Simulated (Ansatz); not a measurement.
**SnH4⁺, doublet in def2-SVP: errors against UCCSDT(Q)**

Geometry: displaced at random from a stationary point.

```xyz
5

Sn    0.0030    0.0016    0.0004
H     0.4142    1.1616    1.1622
H    -0.6673   -1.1708    1.1543
H    -0.5764    1.0715   -1.1316
H     0.4750   -1.2494   -1.2282
```

Basis def2-SVP with its core potentials; Ansatz 0.2.0. Correlated methods freeze the noble-gas cores and the filled d shells of p-block atoms, which leaves 7 electrons in 37 orbitals. R marks a restricted (for open shells ROHF) determinant, U an unrestricted one. Active spaces: valence = (7e, 8o) chosen from the atoms' valence shells. No spin–orbit coupling is included; scalar relativity enters through the core potentials alone.

Full CI isn't at hand for all of this; UCCSDT(Q) serves as the reference, and is uncertain by about the last step of the cluster series. The frozen core follows each run's orbitals, which can shift R against U totals by a few meV for light atoms and by up to 0.1 eV past Ca.

The UHF ⟨S²⟩ is 0.823, the T1 diagnostic (RCCSD) is 0.0349 and the largest doubles amplitude (RCCSD) is 0.065. The T1 diagnostic (UCCSD) is 0.0429.

```json
{"level": "UHF", "E − E(RHF) (eV)": "-0.3197"}
{"level": "UMP2", "E − E(RHF) (eV)": "-2.6766"}
{"level": "UCCSD", "E − E(RHF) (eV)": "-3.5866"}
{"level": "UCCSD(T)", "E − E(RHF) (eV)": "-3.6700"}
```

Q: Estimate how far UCCSDT(Q) in def2-SVP lies from UCCSD(T). The table doesn't fix it; the size of (T) and the diagnostics are the guide.

A: UCCSDT(Q) in def2-SVP lies 0.77 kcal/mol below UCCSD(T), which is 40 % of the (T) step (-1.92 kcal/mol). T1 is raised, and the rest is a large part of (T).

The other levels:

```tsv
level	E − E(UCCSDT(Q)) (kcal/mol)	share of correlation (%)	wall time
UCCSDT	0.06	99.92	–
```

The correlation energy at UCCSDT(Q), counted from RHF, is -3.704 eV. That run took 13 s on 1 thread of Arm Neoverse V2, shared host.

Run but not shown, since their state or frozen core can't be matched to the reference's or they repeat it: RHF, RMP2, RCCSD, RCCSD(T), BCCD(T), RCCSDT, RCCSDT(Q), CASSCF (valence space), NEVPT2 (valence space), NEVPT4(SD) (valence space), MRCISD (valence space), MRCISD+Q (valence space).

Times hold each run's SCF and search for its determinant on a shared host, so for small cases they say little of a method's own cost; they ran on 1 thread of Arm Neoverse V2.

Natural occupations of CASSCF (valence space) about the gap: 1.975 1.935 1.923 1.021 0.060 0.034 0.026 0.026; effectively unpaired electrons, Σ n²(2−n)², 1.06.
